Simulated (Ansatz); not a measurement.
Molecule: ketene, C2H2O, charge 0, multiplicity 1. SMILES: C(=O)=C
Geometry: optimised at B3LYP-D3(BJ)/def2-TZVP (Ansatz, a first-principles code).

Wanted: vertical triplet-singlet gap (E(triplet) - E(singlet); each state is the SCF solution reached for its spin), in eV. Correlated levels leave the core frozen unless marked. UHF or UKS for open shells. No spin-orbit coupling. Non-relativistic. CBS(X,Y): correlation extrapolated as X^-3; Hartree-Fock from the larger set. [CCSD(T)-MP2]/basis is that difference in the basis named.

| level | program | vertical triplet-singlet gap (eV) |
|---|---|---|
| PBE/def2-TZVPD | Ansatz | 3.59 |
| r2SCAN/def2-TZVPD | Ansatz | 3.43 |
| PBE0/def2-TZVPD | Ansatz | 3.49 |
| BHLYP/def2-TZVPD | Ansatz | 3.39 |
| CAM-B3LYP/def2-TZVPD | Ansatz | 3.52 |
| wB97M-V/def2-TZVPD | Ansatz | 3.68 |
| MP2/aug-cc-pVDZ | Ansatz | 4.03 |
| RI-MP2/aug-cc-pVTZ | Ansatz | 4.04 |
| RI-MP2/aug-cc-pVQZ | Ansatz | 4.05 |
| RI-MP2/CBS(aug-cc-pVTZ,aug-cc-pVQZ)+[CCSD(T)-MP2]/aug-cc-pVTZ | Ansatz | 3.82 |
